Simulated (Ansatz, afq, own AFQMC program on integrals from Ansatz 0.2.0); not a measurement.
Two steps: Ansatz 0.2.0 writes the Fock matrix and Cholesky factors of the valence space, and afq projects on them the lowest state that overlaps trial and start.

```yaml
crystal:
  periodic: [false, false, false]
  atoms:
    - {symbol: Cl, position_ang: [0.000000, 0.000000, -1.410000]}
    - {symbol: H, position_ang: [0.000000, 0.000000, 0.210000]}
    - {symbol: O, position_ang: [0.000000, 0.000000, 1.200000]}
basis:
  gaussian: {orbitals: cc-pVTZ}
magnetization: {spin_polarized: true, initial_magnetization: 2}
correlation: {method: ccsd_t, electrons: outside_noble_gas, hamiltonian_folder: ham}
```

```sh
$ ansatz run in.yaml --threads 1 --pin off --events-out ev --progress --plain --max-ram 24576MiB --backend cuda --devices 0, --max-vram 18GiB
```

Options of the walk:

```
--method phaseless --trial cisd --walkers 2600 --populations 20 --least-time 60 --time-step 0.005 --steps-per-block 50 --equilibration-blocks 28 --max-blocks 4000 --target-error 0.00022 --factor-cut 1e-05 --start spin_pure --seed 1852 --release-times 0.24,0.51,0.99,1.62,2.4 --release-step 0.03 --release-every 3 --taylor-order 6
```

Times are imaginary, in 1/Eh. The walk had a cap of 245 s. With eight or more populations the least sampling time is a fifth of least-time, and the error comes from their spread.

Log:

```
orbitals 72  electrons 8 6  factors 456 of 465
reference energy -534.87146893 Eh
CCSD correlation -0.40688582 Eh in 13 cycles, weight of the determinant in the CISD state 0.8787
energy of the start -535.276543 Eh
 block  time / (1/Eh)  mean weight  energy / Eh
     1     0.250  1.0000  -535.274242
     2     0.500  0.9994  -535.280690
     3     0.750  1.0004  -535.285190
     4     1.000  0.9995  -535.288368
     5     1.250  0.9987  -535.289977
     8     2.000  0.9998  -535.294088
    11     2.750  0.9991  -535.292366
    17     4.250  0.9998  -535.293811
    23     5.750  1.0002  -535.291504
    29     7.250  0.9993  -535.291454
    35     8.750  1.0007  -535.291888
    41    10.250  0.9997  -535.294018
    47    11.750  1.0003  -535.292628
    53    13.250  0.9992  -535.291990
    59    14.750  1.0001  -535.291338
    63    15.750  1.0004  -535.290075
    65    16.250  0.9985  -535.291434
    67    16.750  0.9998  -535.299175
    71    17.750  0.9994  -535.292257
    77    19.250  0.9992  -535.292693
    83    20.750  1.0001  -535.291224
    87    21.750  0.9998  -535.291593
error from the spread of 20 populations
released: time / (1/Eh)  energy / Eh  error  mean overlap
  0.24  -535.292737  0.000171  0.9949
  0.51  -535.293036  0.000204  0.9901
  0.99  -535.429484  0.136696  0.9856
  1.62  -535.292795  0.000279  0.9840
  2.40  -535.293226  0.000615  0.9758
energy -535.292331 +/- 0.000218 Eh
(rows thinned)
```

The run passed its tests (sampling time, drift between the halves within three errors, error under three times the target), which doesn't prove that it has relaxed.

Against this walk (error 5.9 meV) on the same determinant: CCSD(T) 24.7 meV higher, CCSDT(Q) 20.8 meV lower. The error is statistical and leaves out the bias of the constraint. The released energies have errors that jump between times, so the bars are unsure (meV from the phaseless value at times in 1/Eh: -11 ± 5 at 0.24, -19 ± 6 at 0.51, -3732 ± 3720 at 0.99, -13 ± 8 at 1.62, -24 ± 17 at 2.40), so they give no level. CCSDT(Q) is the surest value here, so the walk's 21 meV above it is most likely the bias of the constraint with this trial, which can have either sign.

Cautions: constraint bias not in the error; lower spins were not checked.

The walk took 2 min on 1 × NVIDIA H100 80GB HBM3 with 1 thread of AMD EPYC 7R13 Processor (Zen 3), with other jobs on the host (the card was shared). The log's last line is the phaseless energy.

CCSDT and higher add their correlation energy to the determinant of the CCSD(T) run, since their own runs factorise the integrals more tightly (a shift of under 2 meV). A walk keeps the symmetry of its determinant, which the program's search chose and which needn't be the lowest solution, so a lower state of the same spin and another symmetry isn't excluded.
